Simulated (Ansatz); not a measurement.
Relaxation of H5S2Si (8 atoms, charge 1, multiplicity 1), to a largest force component of 0.015 eV/Å in at most 40 steps.

Level of theory: Ansatz 0.2.0, RKS PBE0-D4/6-31G.

```xyz
8
Properties=species:S:1:pos:R:3
Si -0.909 1.236 -0.596
S 0.225 0.191 1.072
S 0.925 -1.528 0.174
H -1.901 0.223 -0.929
H 0.151 1.403 -1.582
H -1.336 2.399 0.156
H 2.228 -1.489 0.565
H 0.615 -2.436 1.140
```

Question: Where does it end, and by what steps?

Answer: The forces met the threshold. Limits of this set-up: no polarisation functions, the dipole of an ion depends on the origin. After 6 steps the energy has fallen by 0.449 eV; S3 moved furthest, 0.15 Å.

| step | energy less start (eV) | largest force component (eV/Å) | accepted |
| --- | --- | --- | --- |
| 0 | 0.0000 | 2.583 | yes |
| 1 | -0.3727 | 0.648 | yes |
| 2 | -0.4408 | 0.328 | yes |
| 3 | -0.4469 | 0.165 | yes |
| 4 | -0.4484 | 0.070 | yes |
| 5 | -0.4490 | 0.017 | yes |
| 6 | -0.4491 | 0.005 | yes |

```xyz
8
Properties=species:S:1:pos:R:3
Si -0.920 1.246 -0.609
S 0.225 0.272 1.170
S 1.014 -1.636 0.215
H -1.996 0.288 -0.989
H 0.094 1.498 -1.672
H -1.375 2.454 0.139
H 2.337 -1.564 0.589
H 0.619 -2.558 1.158
```

Whether the end is a true minimum wasn't checked by a vibrational analysis.

Run time: 17 s on 1 thread of Arm Neoverse V1 (shared host), peak memory 0.11 GiB.
